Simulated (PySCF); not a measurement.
C4H10N (charge +1).
SMILES: `CC=[N+](C)C`

Jobs on this species (15 atoms, 40 electrons) with PySCF (density fitting). Hardware of each: Intel Xeon Platinum 8259CL at 2.50 GHz, one thread, no GPU, shared host. Times come from a shared host and carry two figures at best. Peak memory is the resident size of the whole Python process, interpreter and libraries included.

```json
{"level and settings": "delta-SCF UKS SCAN, pcX-2 on the ionised atom, pcseg-1 elsewhere, spin-free X2C", "work": "ΔSCF core ionisation, 5 holes", "basis functions": "151", "SCF cycles": "?", "wall time": "?", "peak memory": "?"}
{"level and settings": "PBE0/pcSseg-1", "work": "shieldings, charges and field gradients", "basis functions": "135", "SCF cycles": "12", "wall time": "16 s", "peak memory": "0.66 GiB"}
{"level and settings": "B3LYP/pcJ-1", "work": "spin–spin couplings from 15 perturbed nuclei, spin–dipole term for 1 of them", "basis functions": "235", "SCF cycles": "13", "wall time": "40 s", "peak memory": "0.90 GiB"}
{"level and settings": "PBE0-D3(BJ)/def2-SVP, grid level 1", "work": "geometry optimisation from a GFN2-xTB start", "basis functions": "120", "SCF cycles": "99", "wall time": "1.9 min", "peak memory": "0.49 GiB"}
{"level and settings": "HF/pcSseg-2", "work": "shieldings", "basis functions": "320", "SCF cycles": "11", "wall time": "32 s", "peak memory": "1.1 GiB"}
{"level and settings": "CAM-B3LYP/def2-SVPD", "work": "10 singlets by full TDDFT, 4 Tamm–Dancoff triplets, polarisability, ΔSCF ions", "basis functions": "180", "SCF cycles": "12", "wall time": "75 s", "peak memory": "0.95 GiB"}
```

Task: Fill in the missing figures.

Result: 
- delta-SCF UKS SCAN, pcX-2 on the ionised atom, pcseg-1 elsewhere, spin-free X2C; ΔSCF core ionisation, 5 holes: 47 s, 0.54 GiB, 85 SCF cycles

Task: What do all jobs in the table cost together?

Result: About 5.4 min; the longest takes about 35 % of that, and about 7.1 times as long as the shortest.
